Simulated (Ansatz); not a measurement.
Results of r²SCAN in Ansatz (PAW) for AgP₁₅ (P-1, No. 2; cell taken from a computed entry).

Output (set-up and result lines):

```
Crystal: 32 atoms, lattice volume = 613.008 Å³
Basis set: ecut = 560 eV, 18445 PW (Γ), exchange–correlation on 162×216×270 points (27 copies of the dense FFT grid, shifted against one another)
Bands: 126, of which v1, the nominal top of the filled ones, is band 94 counted from 1 (93 counted from 0)
Symmetry: 2 space group operations
Space group: P-1 (ITA 2), of the structure as read, at distance tolerance 8.5e-5 Å
k-points: 52 of 96
Functional: x = r2scan, c = r2scan; τ floored in thin density (d = 2e-4 eV/Å³)
SCF iter   1: F=—  HF=-37982.443586 eV  |F-HF|=—  |Δ(HF+E_count)|=         —  Δρ=5.63e-3  dr2=2.85e-1  dr2_τ=2.63e-1
SCF iter   2: F=—  HF=-37982.721377 eV  |F-HF|=—  |Δ(HF+E_count)|=   2.78e-1  Δρ=3.31e-3  dr2=4.83e-2  dr2_τ=2.74e-3
  ...
SCF iter   9: F=—  HF=-37982.720263 eV  |F-HF|=—  |Δ(HF+E_count)|=   5.10e-9  Δρ=6.70e-7  dr2=4.09e-9  dr2_τ=1.15e-10
SCF iter  10: F=-37982.720263 eV  HF=-37982.720263 eV  |F-HF|=4.37e-11  |Δ(HF+E_count)|=   1.38e-9  Δρ=1.53e-7  dr2=2.68e-10  dr2_τ=2.04e-11
SCF 1 converged in 10 iterations: F = -37982.720263 eV  dr2 = 2.68e-10
SCF converged after 10 iterations
Free energy (F): -37982.720263 eV
  ...
  atom   8  P      0.15675598    -0.05245008    -0.24770673
  atom   9  P     -0.09646354     0.03387105     0.22390108
  atom  10  P      0.09646354    -0.03387105    -0.22390108
  atom  11  P      0.16055542    -0.07516963    -0.22653759
  atom  12  P     -0.16055542     0.07516963     0.22653759
  atom  13  P     -0.01904059    -0.02383472    -0.21821975
  atom  14  P      0.01904059     0.02383472     0.21821975
  atom  15  P      0.13723359    -0.13806242    -0.23276997
  atom  16  P     -0.13723359     0.13806242     0.23276997
  atom  17  P     -0.20343093     0.07978723     0.25556382
  atom  18  P      0.20343093    -0.07978723    -0.25556382
  atom  19  P      0.13831423    -0.03995527     0.21924026
  atom  20  P     -0.13831423     0.03995527    -0.21924026
  atom  21  P     -0.21590342     0.18294869     0.00783734
  atom  22  P      0.21590342    -0.18294869    -0.00783734
  atom  23  P      0.08859685     0.09685279    -0.13076642
  atom  24  P     -0.08859685    -0.09685279     0.13076642
  atom  25  P      0.13362718    -0.08921350    -0.18802688
  atom  26  P     -0.13362718     0.08921350     0.18802688
  atom  27  P     -0.27407253     0.06030786     0.00866515
  atom  28  P      0.27407253    -0.06030786    -0.00866515
  atom  29  P     -0.09416577     0.12118406     0.15227632
  atom  30  P      0.09416577    -0.12118406    -0.15227632
  atom  31  P      0.16988210    -0.04653753    -0.24984720
  atom  32  P     -0.16988210     0.04653753     0.24984720
--- Stress (GPa, compression-positive) ---
        1.656273       0.197754      -0.003807
        0.197755       2.204547       0.059383
       -0.003807       0.059383       1.829483
  P = ⅓ Tr σ = 1.8968 GPa (18.968 kbar)
```

Problem. Write an input file that could have produced this run (the log leaves some choices open).

Solution. One answer among several that fit: 
Ansatz 0.2 input:
```yaml
crystal:
  lattice:
    - [6.8817781038, 0.1257952302, -0.0209689024]
    - [-2.4557601901, 8.5340391883, -0.002803266]
    - [-1.5530578989, -2.6483721845, 10.3911083292]
  atoms:
    - { symbol: Ag, position: [0.3386395648, 0.7226538398, 0.4983966072] }
    - { symbol: Ag, position: [0.6613604352, 0.2773461602, 0.5016033928] }
    - { symbol: P, position: [0.9573512174, 0.5700441328, 0.8339897449] }
    - { symbol: P, position: [0.0426487826, 0.4299558672, 0.1660102551] }
    - { symbol: P, position: [0.9427201041, 1.0002671206, 0.6509818737] }
    - { symbol: P, position: [0.0572798959, -0.0002671206, 0.3490181263] }
    - { symbol: P, position: [0.9208318651, 0.7691519759, 0.2036146695] }
    - { symbol: P, position: [0.0791681349, 0.2308480241, 0.7963853305] }
    - { symbol: P, position: [0.8665276619, 0.55124007, 0.6292475819] }
    - { symbol: P, position: [0.1334723381, 0.44875993, 0.3707524181] }
    - { symbol: P, position: [0.7742697681, 0.8915957151, 0.7842452076] }
    - { symbol: P, position: [0.2257302319, 0.1084042849, 0.2157547924] }
    - { symbol: P, position: [0.7522035547, 0.6814984862, 0.3453811201] }
    - { symbol: P, position: [0.2477964453, 0.3185015138, 0.6546188799] }
    - { symbol: P, position: [0.6750227221, 0.5016612916, 0.9128994211] }
    - { symbol: P, position: [0.3249772779, 0.4983387084, 0.0871005789] }
    - { symbol: P, position: [0.6772261615, 0.8204107833, 0.0630891924] }
    - { symbol: P, position: [0.3227738385, 0.1795892167, 0.9369108076] }
    - { symbol: P, position: [0.6152722745, 0.6570786089, 0.6473931716] }
    - { symbol: P, position: [0.3847277255, 0.3429213911, 0.3526068284] }
    - { symbol: P, position: [0.607842923, 0.2385762686, 0.8617624113] }
    - { symbol: P, position: [0.392157077, 0.7614237314, 0.1382375887] }
    - { symbol: P, position: [0.5424266098, 0.8349637993, 0.3458613695] }
    - { symbol: P, position: [0.4575733902, 0.1650362007, 0.6541386305] }
    - { symbol: P, position: [0.4344392952, 0.5547969707, 0.7799393038] }
    - { symbol: P, position: [0.5655607048, 0.4452030293, 0.2200606962] }
    - { symbol: P, position: [0.303861862, 0.9250803466, 0.8582090851] }
    - { symbol: P, position: [0.696138138, 0.0749196534, 0.1417909149] }
    - { symbol: P, position: [0.2292970187, 0.920059723, 0.6492117316] }
    - { symbol: P, position: [0.7707029813, 0.079940277, 0.3507882684] }
    - { symbol: P, position: [0.0110320938, 0.8303862368, 0.9149887993] }
    - { symbol: P, position: [0.9889679062, 0.1696137632, 0.0850112007] }
basis:
  ecutwfc: 560
  ecutrho_ratio: 4
  xc_grid: 3
kpoints:
  mp_grid: { grid: [6, 4, 4] }
  band_path:
    path:
      - [0.0, 0.0, 0.0]
      - [0.0, 0.0, -0.25]
      - [0.0, 0.0, -0.5]
      - [0.0, -0.5, 0.0]
      - [0.0, -0.333333, 0.0]
      - [0.0, -0.166667, 0.0]
      - [-0.125, 0.0, 0.0]
      - [-0.25, 0.0, 0.0]
      - [-0.375, 0.0, 0.0]
      - [-0.5, 0.0, 0.0]
      - [-0.5, 0.5, 0.5]
      - [-0.4, 0.4, 0.4]
      - [-0.3, 0.3, 0.3]
      - [-0.2, 0.2, 0.2]
      - [-0.1, 0.1, 0.1]
      - [-0.125, 0.125, 0.0]
      - [-0.25, 0.25, 0.0]
      - [-0.375, 0.375, 0.0]
      - [-0.5, 0.5, 0.0]
      - [-0.5, 0.0, 0.5]
      - [-0.375, 0.0, 0.375]
      - [-0.25, 0.0, 0.25]
      - [-0.125, 0.0, 0.125]
      - [0.0, 0.166667, -0.166667]
      - [0.0, 0.333333, -0.333333]
      - [0.0, 0.5, -0.5]
    npoints: 1
hamiltonian:
  xc: r2scan
  dispersion: none
  pseudopotentials: { kind: paw }
scf:
  occupations: { method: fermi_dirac, width: 0.01 }
  convergence: { dr2_threshold: 0.0000000032 }
output:
  forces: true
  stress: true
  eigenvalues: true
  write_bands: true
```

The PAW data were made under PBE.

Note: cell and atoms aren't relaxed at this level (largest force component 0.27 eV/Å, pressure 1.9 GPa).

Ansatz is a program for electronic structure.
